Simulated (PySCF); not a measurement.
H4Si, charge -1, doublet, at the geometry of the source list (a state made from the parent by changing its charge; the spin is typed, not shown lowest) (in this run its highest filled SCF level lies above zero, so its values depend strongly on the basis, on diffuse functions most of all); PBE0/cc-pVDZ in PySCF.

PySCF was given this input:
```python
from pyscf import gto, scf, dft

mol = gto.M(
    atom='''
Si    0.00000000   -0.00000000   -0.00000000
H    -0.16690000    1.20690000   -0.80490000
H    -0.73390000    0.14590000    1.25400000
H     1.41760000   -0.20200000    0.28630000
H    -0.51680000   -1.15090000   -0.73540000
''',
    basis='cc-pvdz',
    charge=-1,
    spin=1,
    verbose=4,
)

mf = dft.UKS(mol)
mf.xc = 'pbe0'
mf.kernel()
mf.analyze()
```

The log (banner, timings and long lists left out):

```
PySCF version 2.14.0

[INPUT] verbose = 4
[INPUT] num. atoms = 5
[INPUT] num. electrons = 19
[INPUT] charge = -1
[INPUT] spin (= nelec alpha-beta = 2S) = 1
[INPUT] symmetry False subgroup None
[INPUT] Mole.unit = angstrom
[INPUT] Symbol           X                Y                Z      unit          X                Y                Z       unit  Magmom
[...]
nuclear repulsion = 21.6249193271316
number of shells = 17
number of NR pGTOs = 69
number of NR cGTOs = 38
basis = cc-pvdz
ecp = {}

******** <class 'pyscf.dft.uks.UKS'> ********
method = UKS
initial guess = minao
damping factor = 0
level_shift factor = 0
DIIS = <class 'pyscf.scf.diis.CDIIS'>
diis_start_cycle = 1
diis_space = 8
diis_damp = 0
SCF conv_tol = 1e-09
SCF conv_tol_grad = None
SCF max_cycles = 50
direct_scf = True
direct_scf_tol = 1e-13
number electrons alpha = 10  beta = 9
XC library pyscf.dft.libxc version 7.1.2
    S. Lehtola, C. Steigemann, M. J. T. Oliveira, and M. A. L. Marques,  SoftwareX 7, 1–5 (2018)
XC functionals = pbe0
    C. Adamo and V. Barone,  J. Chem. Phys. 110, 6158 (1999)
    M. Ernzerhof and G. E. Scuseria,  J. Chem. Phys. 110, 5029 (1999)
radial grids:
    Treutler-Ahlrichs [JCP 102, 346 (1995); DOI:10.1063/1.469408] (M4) radial grids

becke partition: Becke, JCP 88, 2547 (1988); DOI:10.1063/1.454033
pruning grids: <function nwchem_prune>
grids dens level: 3
symmetrized grids: False
atomic radii adjust function: <function treutler_atomic_radii_adjust>
small_rho_cutoff = 0
Set gradient conv threshold to 3.16228e-05
tot grids = 58416
init E= -291.504287208368

cycle= 1 E= -291.592794024326  delta_E= -0.0885  |g|= 0.139  |ddm|= 4.12
cycle= 2 E= -291.609080696413  delta_E= -0.0163  |g|= 0.0804  |ddm|= 1.73
cycle= 3 E= -291.614531334941  delta_E= -0.00545  |g|= 0.00946  |ddm|= 0.398
cycle= 4 E= -291.614616584666  delta_E= -8.52e-05  |g|= 0.00202  |ddm|= 0.0853
cycle= 5 E= -291.614636345338  delta_E= -1.98e-05  |g|= 0.00109  |ddm|= 0.0839
cycle= 6 E= -291.614649364843  delta_E= -1.3e-05  |g|= 0.000899  |ddm|= 0.071
cycle= 7 E= -291.614668921312  delta_E= -1.96e-05  |g|= 0.000787  |ddm|= 0.12
cycle= 8 E= -291.614717826936  delta_E= -4.89e-05  |g|= 0.000434  |ddm|= 0.45
cycle= 9 E= -291.614725509109  delta_E= -7.68e-06  |g|= 0.000269  |ddm|= 0.163
cycle= 10 E= -291.614727325306  delta_E= -1.82e-06  |g|= 0.00011  |ddm|= 0.0821
cycle= 11 E= -291.614727646166  delta_E= -3.21e-07  |g|= 5.07e-05  |ddm|= 0.0306
cycle= 12 E= -291.614727758969  delta_E= -1.13e-07  |g|= 4.12e-05  |ddm|= 0.02
cycle= 13 E= -291.614727797679  delta_E= -3.87e-08  |g|= 3.71e-05  |ddm|= 0.00572
cycle= 14 E= -291.614727880296  delta_E= -8.26e-08  |g|= 2.78e-05  |ddm|= 0.0139
cycle= 15 E= -291.614727940648  delta_E= -6.04e-08  |g|= 1.29e-05  |ddm|= 0.0159
cycle= 16 E= -291.614727954096  delta_E= -1.34e-08  |g|= 5.23e-06  |ddm|= 0.0099
cycle= 17 E= -291.614727954615  delta_E= -5.19e-10  |g|= 2.27e-06  |ddm|= 0.0015
Extra cycle  E= -291.614727954652  delta_E= -3.72e-11  |g|= 1.39e-06  |ddm|= 0.000145
converged SCF energy = -291.614727954652  <S^2> = 0.75316981  2S+1 = 2.0031673
**** SCF Summaries ****
Total Energy =                        -291.614727954652437
Nuclear Repulsion Energy =              21.624919327131643
One-electron Energy =                 -450.580067110190271
Two-electron Energy =                  137.340419828406226
Two-electron Coulomb Energy =          159.807244036034717
DFT Exchange-Correlation Energy =      -22.466824207628498
**** MO energy ****
                             alpha | beta                alpha | beta
[...]
To work with the spin densities directly, `use mulliken_meta_spin()` only printing them here.

 ** Mulliken spin pop alpha/beta on meta-lowdin orthogonal AOs **
 ** Mulliken Spin Density (per AO)  **
spin_pop of  0 Si 1s       -0.00000
spin_pop of  0 Si 2s        0.00000
spin_pop of  0 Si 3s        0.00388
spin_pop of  0 Si 4s       -0.00074
spin_pop of  0 Si 2px       0.00000
spin_pop of  0 Si 2py      -0.00000
spin_pop of  0 Si 2pz       0.00000
spin_pop of  0 Si 3px       0.30432
spin_pop of  0 Si 3py       0.08203
spin_pop of  0 Si 3pz       0.08808
spin_pop of  0 Si 4px       0.08447
spin_pop of  0 Si 4py       0.01962
spin_pop of  0 Si 4pz       0.02329
spin_pop of  0 Si 3dxy      0.00387
spin_pop of  0 Si 3dyz      0.00393
spin_pop of  0 Si 3dz^2     0.00061
spin_pop of  0 Si 3dxz     -0.00015
spin_pop of  0 Si 3dx2-y2    0.01148
spin_pop of  1 H 1s       -0.01954
spin_pop of  1 H 2s       -0.00003
spin_pop of  1 H 2px       0.00184
spin_pop of  1 H 2py       0.00032
spin_pop of  1 H 2pz       0.00049
spin_pop of  2 H 1s       -0.01954
spin_pop of  2 H 2s       -0.00003
spin_pop of  2 H 2px       0.00180
spin_pop of  2 H 2py       0.00043
spin_pop of  2 H 2pz       0.00042
spin_pop of  3 H 1s        0.14911
spin_pop of  3 H 2s        0.05337
spin_pop of  3 H 2px       0.00100
spin_pop of  3 H 2py       0.00048
spin_pop of  3 H 2pz       0.00053
spin_pop of  4 H 1s        0.14921
spin_pop of  4 H 2s        0.05340
spin_pop of  4 H 2px       0.00190
spin_pop of  4 H 2py      -0.00018
spin_pop of  4 H 2pz       0.00029
 ** Mulliken Spin Density (per atom)  **
spin density of  0 Si =      0.62469
spin density of  1 H =     -0.01691
spin density of  2 H =     -0.01691
spin density of  3 H =      0.20450
spin density of  4 H =      0.20463
 ** Mulliken pop alpha/beta on meta-lowdin orthogonal AOs **
 ** Mulliken pop       alpha | beta **
[...]
In total            10.00000 | 9.00000
 ** Mulliken atomic charges   ( Nelec_alpha | Nelec_beta ) **
charge of  0Si =     -0.21024  (     7.41746      6.79277 )
charge of  1H =     -0.09945  (     0.54127      0.55818 )
charge of  2H =     -0.09945  (     0.54127      0.55818 )
charge of  3H =     -0.29537  (     0.74993      0.54544 )
charge of  4H =     -0.29548  (     0.75005      0.54543 )

WARN: System has nonzero charge -1; the dipole moment is origin-dependent.
Location of origin: [0. 0. 0.]

Dipole moment(X, Y, Z, Debye):  0.53052, -0.79700, -0.26469
```
